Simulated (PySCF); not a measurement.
Species: F₂H₂P₂.
Bonds: F1–P2, P2–F3, P2–P4. Hydrogens: H5, H6 on P4.

The same species was optimised twice, with GFN2-xTB and with PBE0-D3(BJ)/def2-SVP (PySCF), and the same property calculations (PySCF, gas phase) were run on both structures.

```csv
coordinate,GFN2-xTB,PBE0-D3(BJ)/def2-SVP,change
P2–P4 (Å),2.195,2.239,+0.044
P4–H5 (Å),1.397,1.432,+0.035
P4–H6 (Å),1.397,1.432,+0.035
P2–F3 (Å),1.621,1.614,-0.007
F1–P2 (Å),1.621,1.614,-0.007
F1–P2–F3 (°),94.3,99.0,+4.7
F1–P2–P4 (°),97.5,96.0,-1.5
F3–P2–P4 (°),97.5,96.2,-1.3
P2–P4–H5 (°),89.8,91.2,+1.4
P2–P4–H6 (°),89.8,91.0,+1.2
H5–P4–H6 (°),92.3,92.4,+0.1
```

Rotational constants: A = 6905, B = 3340, C = 2666 MHz (GFN2-xTB) against A = 6640, B = 3344, C = 2608 MHz (PBE0-D3(BJ)/def2-SVP). Atoms that the bonding makes alike are paired by their places after alignment.

On the GFN2-xTB structure: HOMO (eV) -7.46 [PBE0/pcSseg-1]; LUMO (eV) -0.86 [PBE0/pcSseg-1]; dipole (D) 2.50 [PBE0/pcSseg-1]; GIAO shielding of F1/F3 (mean) (ppm) 279.0 [PBE0/pcSseg-1]; GIAO shielding of P2 (ppm) -21.3 [PBE0/pcSseg-1]; GIAO shielding of P4 (ppm) 488.6 [PBE0/pcSseg-1].

Q: What do these properties become on the PBE0-D3(BJ)/def2-SVP structure?

A: 
```tsv
property	level	on GFN2-xTB	on PBE0-D3(BJ)/def2-SVP	change
HOMO (eV)	PBE0/pcSseg-1	-7.46	-7.40	+0.06
LUMO (eV)	PBE0/pcSseg-1	-0.86	-0.73	+0.13
dipole (D)	PBE0/pcSseg-1	2.50	2.21	-0.29
energy, GFN2-xTB geometry as zero (kcal/mol)	PBE0/pcSseg-1	0.0	-1.3	-1.3
GIAO shielding of F1/F3 (mean) (ppm)	PBE0/pcSseg-1	279.0	276.8	-2.2
GIAO shielding of P2 (ppm)	PBE0/pcSseg-1	-21.3	-7.9	+13.4
GIAO shielding of P4 (ppm)	PBE0/pcSseg-1	488.6	472.1	-16.5
```

The heavy atoms differ by 0.040 Å rms after alignment (one structure mirrored). Among all bonds P2–P4 changes most (+0.044 Å). Changes are differences of the printed values. Neither structure is proved a minimum here.

Conformer computed: `[F:1][P:2]([F:3])[PH2:4]`: H–P4–P2–F1 174°, H–P4–P2–F1 81°.
